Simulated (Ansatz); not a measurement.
Cartesian coordinates (Å):
SMILES: FC(F)F
```xyz
5

F      1.1401    -0.6481    -0.1459
C     -0.0105     0.0068     0.0613
F     -1.0042    -0.6887    -0.5084
F      0.0679     1.2037    -0.5363
H     -0.1933     0.1262     1.1294
```
Charge 0, spin multiplicity 1.

Calculation: frozen-core CCSD(T)/cc-pVTZ // B3LYP-D3(BJ)/def2-TZVP (Ansatz, a first-principles code).

```json
{
  "HF energy": "-336.90525 Ha",
  "MP2 correlation energy": "-0.91359 Ha"
}
```

**Question.** Estimate the CCSD correlation energy, the (T) correction, the total energy and the T1 diagnostic.

**Answer.** 
```json
{
  "CCSD correlation energy": "-0.91820 Ha",
  "(T) correction": "-0.02846 Ha",
  "CCSD(T) total energy": "-337.85191 Ha",
  "T1 diagnostic": "0.011"
}
```
